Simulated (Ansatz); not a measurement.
# BFH₃Si+ (SMILES FB[SiH2+]): single points off equilibrium

A test off equilibrium: a frame of a short trajectory is computed at several levels, and each is set against CCSD(T).

Method: single points in def2-TZVPP; program: Ansatz 0.2.0, Gaussian basis.

Cores are frozen in the correlated methods.

### Step 1. The starting structure

SMILES `FB[SiH2+]`, 6 atoms, charge 1, spin multiplicity 1.

Atoms are counted from 1 here; the program's logs count them from 0.

Bond lengths: F1–B2 1.232 Å, B2–Si3 2.049 Å, B2–H4 1.181 Å, Si3–H5 1.435 Å, Si3–H6 1.619 Å. Angles: F1–B2–Si3 117.1°, F1–B2–H4 121.6°, Si3–B2–H4 121.3°, B2–Si3–H5 123.3°, B2–Si3–H6 122.2°, H5–Si3–H6 114.4°.

Geometry (Å):

```csv
atom,x (Å),y (Å),z (Å)
F1,-1.2383,-1.4951,0.4188
B2,-0.2419,-1.0664,-0.1655
Si3,0.2347,0.9044,0.1276
H4,0.3855,-1.7462,-0.8991
H5,1.3588,1.5432,-0.4943
H6,-0.6869,1.8922,1.0205
```

### Step 2. PBE-D4/def2-TZVPP

File run/in.yaml:

```yaml
crystal:
  periodic: [false, false, false]
  atoms:
    - {symbol: F, position_ang: [-1.238257, -1.495053, 0.418847]}
    - {symbol: B, position_ang: [-0.241924, -1.066385, -0.165523]}
    - {symbol: Si, position_ang: [0.234748, 0.904369, 0.127585]}
    - {symbol: H, position_ang: [0.385526, -1.746240, -0.899072]}
    - {symbol: H, position_ang: [1.358772, 1.543173, -0.494326]}
    - {symbol: H, position_ang: [-0.686878, 1.892188, 1.020504]}
basis:
  gaussian: {orbitals: def2-TZVPP}
total_charge: 1
hamiltonian: {xc: pbe, dispersion: d4}
output: {forces: true}
```

Run with:

```console
$ ansatz run in.yaml --threads 2 --pin off --events-out ev --progress --plain --max-ram 3481MiB
```

### Step 3. r2SCAN-D4/def2-TZVPP

Changes to run/in.yaml since step 2:

```diff
@@ -12,3 +12,3 @@
 total_charge: 1
-hamiltonian: {xc: pbe, dispersion: d4}
+hamiltonian: {xc: r2scan, dispersion: d4}
 output: {forces: true}
```

### Step 4. PBE0-D4/def2-TZVPP

Changes to run/in.yaml since step 3:

```diff
@@ -12,3 +12,3 @@
 total_charge: 1
-hamiltonian: {xc: r2scan, dispersion: d4}
-output: {forces: true}
+hamiltonian: {xc: pbe0, dispersion: d4}
+output: {forces: true, orbitals: {seedname: orbitals}}
```

### Step 5. wB97M-V/def2-TZVPP

Changes to run/in.yaml since step 4:

```diff
@@ -12,3 +12,3 @@
 total_charge: 1
-hamiltonian: {xc: pbe0, dispersion: d4}
-output: {forces: true, orbitals: {seedname: orbitals}}
+hamiltonian: {xc: {name: wB97M-V}}
+output: {forces: true}
```

### Step 6. CCSD(T)/def2-TZVPP

Changes to run/in.yaml since step 5:

```diff
@@ -12,3 +12,3 @@
 total_charge: 1
-hamiltonian: {xc: {name: wB97M-V}}
+correlation: {method: ccsd_t}
 output: {forces: true}
```

(Steps that only read results are left out.)

Before running it: what results should come out? Wanted: energy less free atoms, CCSD(T)/def2-TZVPP; RMS force component; RMS force error; HOMO and LUMO, PBE0-D4; T1 diagnostic.

The runs gave:

| quantity | value |
| --- | --- |
| energy less free atoms, CCSD(T)/def2-TZVPP | -253.3 kcal/mol |
| RMS force component | 1.392 to 1.522 eV/Å over the methods |
| RMS force error | PBE-D4 0.166, r2SCAN-D4 0.094, PBE0-D4 0.162, wB97M-V 0.072 eV/Å |
| HOMO and LUMO, PBE0-D4 | -14.57 and -10.26 eV |
| T1 diagnostic | 0.014 |

**Reading.** Against CCSD(T) the functionals' energies less atoms differ by -14.9 to -8.4 kcal/mol, PBE-D4 by -14.9 kcal/mol. The reference is not at the basis limit: in triple zeta CCSD(T) underbinds, which counts against methods that bind more; the gaps are no ranking. On forces the order runs from wB97M-V to PBE-D4. Frozen-core CCSD(T) forces in triple zeta carry basis errors of their own, and this is one geometry, so small gaps rank nothing.
